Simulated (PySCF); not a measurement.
**Dipole moment and polarisability of SiEtH3**

Species: SiEtH3, C2H8Si.
Cartesian coordinates in Å at the PBE0-D3(BJ)/def2-SVP level; atoms count from 1:
```xyz
11
C2H8Si angstrom
Si    -0.308   -0.428   -1.380
C     -0.278   -0.411    0.506
C      0.522    0.741    1.106
H      0.122   -1.382    0.844
H     -1.325   -0.381    0.856
H      0.507    0.717    2.207
H      1.578    0.707    0.792
H      0.122    1.719    0.795
H      1.085   -0.475   -1.926
H     -0.967    0.810   -1.907
H     -1.058   -1.616   -1.893
```

Level: wB97X-D/def2-SVPD (PySCF), static field, nuclei fixed, core orbitals frozen in the response. The polarisability tensor in these axes (au):

```
x   51.66  1.89  2.17
y    1.89 53.04  3.01
z    2.17  3.01 60.36
```

Question: What are the eigenvalues, a third of the trace, and Δα (Δα² = ½Σ(αi − αj)² over the three pairs)?

Answer: Principal values 50.33, 52.59 and 62.13 au; mean 55.02 au = 8.15 Å³ = 9.07 × 10⁻⁴⁰ C²·m²/J; Δα = 10.85 au (20 % of the mean).

Question: What is the dipole moment, and where does it point?

Answer: (0.00, -0.01, 0.86) D, 0.86 D in size, pointing from the negative to the positive side. Measured along this direction, the outermost atoms are H10, H9 and H11 at the negative end and H6 at the positive end.

Question: Rayleigh depolarisation ratio (linearly polarised light, static tensor)?

Answer: ρ = 3Δα²/(45ᾱ² + 4Δα²) = 352.9/(136214 + 470.6) = 0.00258.

Question: Refractivity n − 1 of an ideal gas of it at 298.15 K and 1 atm, from the electronic α?

Answer: N = p/kT = 2.4615 × 10¹⁹ cm⁻³, so n − 1 = 2π × N × 8.15 × 10⁻²⁴ cm³ = 1261 × 10⁻⁶ at long wavelengths.

Question: What are the principal values of the traceless quadrupole moment, Θ = ½Σq(3rr − r²1), about the centre of nuclear charge?

Answer: -0.91, 0.29, 0.62 D·Å. The values depend on the origin, since the dipole doesn't vanish. The electronic extent ⟨r²⟩ about the same centre is 346 bohr², a root-mean-square distance of 1.69 Å for the 34 electrons.

Question: In a dilute gas of rigid molecules at 500 K, how does the orientational term μ²/3kT compare with the electronic polarisability?

Answer: In Gaussian units μ²/3kT = 3.56 Å³ against 8.15 Å³, a ratio of 0.44; the Debye molar polarisation (4π/3)N_A(α + μ²/3kT) is 29.5 cm³/mol, leaving out the vibrational part.

Question: Estimate the molar refractivity from the static electronic polarisability.

Answer: Lorentz–Lorenz: R = (4π/3)N_A α = 2.5225 cm³/(mol·Å³) × 8.15 Å³ = 20.6 cm³/mol, in the limit of long wavelengths.

Geometry: PBE0-D3(BJ)/def2-SVP; no solvent, vibrations or thermal averaging.
